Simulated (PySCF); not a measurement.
NaCl at RHF-CCSD(T)

Level: RHF-CCSD(T). basis Na def2-SVP, Cl def2-SVP; no relativity; PySCF 2.14.

```json
{"state": "¹Σ⁺ (singlet), closed shell", "bond length": "0.2355 nm", "harmonic wavenumber": "385 cm⁻¹", "force constant": "1.21 mdyn/Å", "rotational constant Be": "0.2191 cm⁻¹", "anharmonicity ωexe": "1.68 cm⁻¹", "vibration–rotation constant αe": "0.00158 cm⁻¹", "well depth De to Na + Cl": "85.1 kcal/mol", "dissociation energy D0": "84.5 kcal/mol"}
```

Correlated steps freeze 6 core orbitals. Correlated levels converge slowly with the basis: in double zeta they bind strong bonds too weakly, by up to about 1 eV, and carry superposition errors of some tenths. Where the molecule has an RHF reference, its open-shell atoms are computed with UHF.
